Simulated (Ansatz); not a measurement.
`CC(=O)C1CC1` from Hartree–Fock to CCSD(T)

Z-matrix (Å, degrees):
```
C
C 1 1.503
H 1 1.094 2 109.9
H 1 1.094 2 109.9 3 -117.3
H 1 1.088 2 110.3 3 121.4
O 2 1.210 1 122.1 3 -121.2
C 2 1.484 1 116.3 3 58.9
C 7 1.511 2 117.0 1 146.3
C 7 1.511 2 117.1 1 -147.0
H 7 1.083 2 116.6 1 -0.2
H 8 1.082 7 116.9 2 -143.5
H 8 1.083 7 115.3 2 -1.7
H 9 1.083 7 115.3 2 1.9
H 9 1.082 7 116.9 2 143.6
```

The species carries charge 0 and has multiplicity 1. The geometry is a stationary point of PBE0-D4/def2-TZVP. It is one conformer, not always the lowest. Frozen core, restricted reference, Ansatz 0.2.0. CBS rows extrapolate triple and quadruple zeta; past MP2 they add the triple-zeta difference.

```json
{"basis": "def2-SVP", "HF (Eh)": "-268.63575", "MP2 corr.": "?", "CCSD corr.": "?", "(T)": "-0.03083", "CCSD(T) total": "?"}
{"basis": "def2-TZVPP", "HF (Eh)": "-268.93849", "MP2 corr.": "-1.06160", "CCSD corr.": "-1.09986", "(T)": "-0.04811", "CCSD(T) total": "-270.08646"}
{"basis": "def2-QZVPP", "HF (Eh)": "-268.95063", "MP2 corr.": "-1.13199", "CCSD corr.": "–", "(T)": "–", "CCSD(T) total": "–"}
{"basis": "CBS(def2)", "HF (Eh)": "?", "MP2 corr.": "-1.18414", "CCSD corr.": "?", "(T)": "as TZ", "CCSD(T) total": "?"}
```

(1) Fill in the withheld values. (Estimate.)

Answers

(1) Computed: def2-SVP MP2 corr.: -0.86514; def2-SVP CCSD corr.: -0.91759; def2-SVP CCSD(T) total: -269.58417; CBS(def2) HF (Eh): -268.95230; CBS(def2) CCSD corr.: -1.22240; CBS(def2) CCSD(T) total: -270.22281.
